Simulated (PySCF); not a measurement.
Symmetry of computed structures. The calculation used PySCF 2.14.0, PBE0-D3(BJ)/def2-SVP geometry optimisation, gas phase. The symmetry is that of the one conformer found, every atom within 0.08 Å of its image; none is proved a minimum here. The geometries of the anions come from a basis without diffuse functions.

Problem. Point group, rotor type and polarity of `[CH3:1][CH2:2][O-:3]` (charge -1)?

Solution. Cs; near-prolate asymmetric top; symmetry number 1; 2 operations, which sort the 8 atoms into 6 sets; dipole about the centre of mass 2.53 D, in the ab plane, which is the mirror; heavy atoms equivalent by symmetry: none.

Problem. Point group, rotor type and polarity of `[CH:1]#[C:2][GeH3:3]`?

Solution. C3v; prolate symmetric top; symmetry number 3; 6 operations, which sort the 7 atoms into 5 sets; dipole 0.01 D; heavy atoms equivalent by symmetry: none.

Problem. What symmetry has phosphaethyne (`C#P`)?

Solution. C∞v; linear; symmetry number 1; dipole 0.51 D, along the axis.

Problem. What symmetry has SeO2F2 (`O=[Se](=O)(F)F`)?

Solution. C2v; asymmetric top; symmetry number 2; 4 operations, which sort the 5 atoms into 3 sets; dipole 0.44 D, along a, the twofold axis.

Problem. `[CH:1]#[C:2][CH:3]1[CH2:4][O:5][CH2:6]1` with C2–C3–C4–O5 130°, C3–C4–O5–C6 -11°, C4–O5–C6–C3 11°, C2–C3–C6–O5 -130°: symmetry, top, dipole?

Solution. Cs; near-prolate asymmetric top; symmetry number 1; 2 operations, which sort the 12 atoms into 9 sets; dipole 1.34 D, in the ac plane, which is the mirror; A, B, C = 10429, 2390, 2149 MHz; heavy atoms equivalent by symmetry: C4/C6.
